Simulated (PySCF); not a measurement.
Geometry:
| atom | x (Å) | y (Å) | z (Å) |
| --- | --- | --- | --- |
| C1 | -2.975 | -0.388 | -0.245 |
| C2 | -1.732 | 0.410 | 0.128 |
| C3 | -0.457 | -0.370 | -0.169 |
| O4 | 0.653 | 0.416 | 0.192 |
| C5 | 1.886 | -0.222 | -0.048 |
| C6 | 3.014 | 0.703 | 0.379 |
| H7 | -2.973 | -0.626 | -1.306 |
| H8 | -3.872 | 0.184 | -0.022 |
| H9 | -3.013 | -1.320 | 0.315 |
| H10 | -1.747 | 0.658 | 1.190 |
| H11 | -1.703 | 1.346 | -0.432 |
| H12 | -0.407 | -0.624 | -1.241 |
| H13 | -0.449 | -1.317 | 0.397 |
| H14 | 1.933 | -1.168 | 0.516 |
| H15 | 1.977 | -0.466 | -1.119 |
| H16 | 2.963 | 1.631 | -0.182 |
| H17 | 3.972 | 0.225 | 0.197 |
| H18 | 2.923 | 0.933 | 1.437 |

- shieldings: GIAO PBE0/pcSseg-1
- structure optimised with GFN2-xTB
- run in PySCF 2.14
- one computed conformer, gas phase, no relativistic terms, equivalent nuclei averaged

References, each an isolated molecule treated in the same way: TMS for ¹³C (186.93 ppm), ¹H (31.72 ppm); ¹⁷O (336.08 ppm) vs H2O.

| atoms | nucleus | count | Hirshfeld charge | δ (ppm) |
| --- | --- | --- | --- | --- |
| H12/H13 | ¹H | 2 | 0.03 | ? |
| H16/H17/H18 | ¹H | 3 | 0.04 | 1.28 |
| H10/H11 | ¹H | 2 | 0.04 | 1.72 |
| O4 | ¹⁷O | 1 | -0.14 | 58.7 |
| H14/H15 | ¹H | 2 | 0.03 | 3.56 |
| C1 | ¹³C | 1 | -0.12 | 11.7 |
| C2 | ¹³C | 1 | -0.07 | 27.8 |
| C3 | ¹³C | 1 | 0.00 | ? |
| H7/H8/H9 | ¹H | 3 | 0.04 | ? |
| C6 | ¹³C | 1 | -0.12 | 18.0 |
| C5 | ¹³C | 1 | 0.01 | 71.4 |

Question: Estimate the values marked ?.

Answer: 
- C3: 79.1 ppm, sp3 CH2 bonded to O; the inductive effect lowers its shielding
- H12/H13: 3.41 ppm, hydrogen on an sp3 CH2 bonded to O; its carbon carries O, an electronegative neighbour
- H7/H8/H9: 0.93 ppm, hydrogen on a methyl carbon; far from electronegative atoms and π systems

Shifts are as computed. Against solution values, carbons near 30 ppm lie about +3 ppm off and those near 130 ppm about +5 ppm. Of 1211 compounds with measured shifts, 218 miss one by over three times the rms of a fit or turn the order of signals round; such compounds aren't used in these exercises. Experimental scales use liquid or dissolved standards, which lie at an offset from isolated H2O (liquid H2O: subtract about 36 ppm).
